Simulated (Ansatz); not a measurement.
Molecule: carbon monosulfide, CS, net charge 0, singlet state. SMILES: [C-]#[S+]
Geometry: optimised at B3LYP-D3(BJ)/def2-TZVP (Ansatz, a quantum-chemistry and plane-wave program).

Computed values are from Ansatz. Valence correlation only, unless marked. UHF or UKS for open shells. Spin-orbit coupling is left out. Non-relativistic. Basis-set limits of correlation are two-point, X^-3; Hartree-Fock from the larger set (for Q and 5 zeta extrapolated as (X+1)exp(-9√X)).

Question: What is the dipole moment at CCSD(T)/aug-cc-pV(D+d)Z?

Answer: 2.03 D.

Question: What is the total energy at CCSD(T)/CBS(cc-pV(Q+d)Z,cc-pV(5+d)Z)?

Answer: -435.7375 Eh.

Question: What is the vertical electron affinity (to the doublet; negative means unbound) at CCSD(T)/CBS(aug-cc-pV(T+d)Z,aug-cc-pV(Q+d)Z)?

Answer: -0.09 eV.

Question: What is the atomisation energy De at CCSD(T)/CBS(cc-pV(Q+d)Z,cc-pV(5+d)Z)?

Answer: 715.2 kJ/mol.

Question: What is the T1 diagnostic at CCSD/cc-pV(5+d)Z?

Answer: 0.024.
